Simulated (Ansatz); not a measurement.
## A barrier at the coupled-cluster level

Start structure (C₂H₃S, doublet), relaxed at PBE0-D4/def2-TZVP:

| atom | x (Å) | y (Å) | z (Å) |
| --- | --- | --- | --- |
| C1 | -1.1027 | 0.1135 | 0.1741 |
| C2 | -0.4346 | 0.9875 | -0.3082 |
| S3 | 1.3821 | -1.3181 | -0.4775 |
| H4 | -1.7018 | -0.6586 | 0.5976 |
| H5 | 0.1506 | 1.7656 | -0.7401 |
| H6 | 1.7064 | -0.8900 | 0.7540 |

The step: C₂H₂ (C#C) + HS → C₂H₃S ([CH][CH][SH]); bonds formed: C1–S3. Ansatz 0.2.0; basis: def2-TZVPP and def2-QZVPP; cores frozen in the correlated methods; orbitals are unrestricted. Extrapolation: Hartree–Fock as exp(−7.88 √X), correlation as X^−2.97. Energies below are by CCSD(T) at an estimated basis limit (MP2 extrapolated from triple and quadruple zeta, plus CCSD(T) − MP2 in triple zeta).

Problem. What are the electronic barrier and the energy of the step, from the start structure to the end structure? (Judge from chemistry; the value comes from the calculation.)

Solution. The calculation gives: Barrier 0.161 eV; step energy -0.420 eV (downhill); reverse barrier, their difference, 0.581 eV. Barrier and step energy count from the start structure, the reverse barrier from the end structure.

The saddle point: One imaginary mode of 262i cm⁻¹.
```csv
pair,start (Å),saddle (Å),end (Å)
C1–S3,2.94,2.44,1.77
```

Zero-point energy (harmonic, PBE0-D4): ZPE is 0.947 eV at the start and 0.946 eV at the saddle, so the barrier goes from 0.161 to 0.160 eV.

The T1 diagnostic stays at or below 0.036. ⟨S²⟩ of the unrestricted Hartree–Fock references: 0.76 to 0.96 (a pure state has 0.75). The unrestricted reference is spin-contaminated, which hurts MP2 most.

Labels in which every atom is bracketed show which atoms are joined, not bond orders.

For scale, one of the runs: CCSD(T)/def2-TZVPP, 146 basis functions, launched by `ansatz run in.yaml --threads 2 --pin off --events-out ev --progress --plain --max-ram 4352MiB`. Hardware: 2 CPU threads of an Intel Xeon 6975P-C, shared host. Wall time 24 s; peak host memory 2.2 GiB.
